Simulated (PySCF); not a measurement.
HN2, SMILES N#[NH+], charge +1.

Geometry optimised at B3LYP-D3(BJ)/def2-TZVPD. The isomer is the one that the SMILES or the coordinates give; other isomers of the formula were not compared.

All values below come from TDDFT-ωB97X/def2-TZVPD (PySCF).

Vertical excitations; the highest root listed may be one member of a degenerate set.  State labels are in the subgroup C2v.

Computed excitation energies, oscillator strengths and character:
| state | symmetry | energy (eV) | λ (nm) | f | main pairs |
|---|---|---|---|---|---|
| S1 | A2 | 9.48 | 131 | 0.000 | HOMO−1→LUMO 50 %, HOMO−2→LUMO+1 50 % |
| S2 | A2 | 9.98 | 124 | 0.000 | HOMO−2→LUMO+1, HOMO−1→LUMO (degenerate set) |
| S3 | A1 | 9.98 | 124 | 0.000 | HOMO−2→LUMO, HOMO−1→LUMO+1 (degenerate set) |
| S4 | B2 | 10.40 | 119 | 0.032 | HOMO→LUMO+1 (degenerate set) |
| S5 | B1 | 10.40 | 119 | 0.032 | HOMO→LUMO (degenerate set) |
| S6 | A1 | 14.81 | 84 | 0.072 | HOMO→LUMO+2 56 %, HOMO−1→LUMO+1 19 %, HOMO−2→LUMO 19 % |
| S7 | B2 | 14.89 | 83 | 0.002 | HOMO−1→LUMO+2 (degenerate set) |
| S8 | B1 | 14.89 | 83 | 0.002 | HOMO−2→LUMO+2 (degenerate set) |
| S9 | A1 | 15.95 | 78 | 0.829 | HOMO→LUMO+2 28 %, HOMO−1→LUMO+1 23 %, HOMO−2→LUMO 23 %, HOMO→LUMO+3 20 % |
| S10 | B2 | 17.14 | 72 | 0.132 | HOMO−1→LUMO+3 93 % |
| T1 | A1 | 7.71 | 161 | 0 | HOMO−1→LUMO+1 49 %, HOMO−2→LUMO 49 % |
| T2 | B2 | 8.14 | 152 | 0 | HOMO→LUMO+1 (degenerate set) |
| T3 | B1 | 8.14 | 152 | 0 | HOMO→LUMO (degenerate set) |
| T4 | A2 | 8.54 | 145 | 0 | HOMO−2→LUMO+1 49 %, HOMO−1→LUMO 49 % |
Triplets are in the Tamm–Dancoff approximation, which puts them higher than full response would, so one can lie above its singlet here.
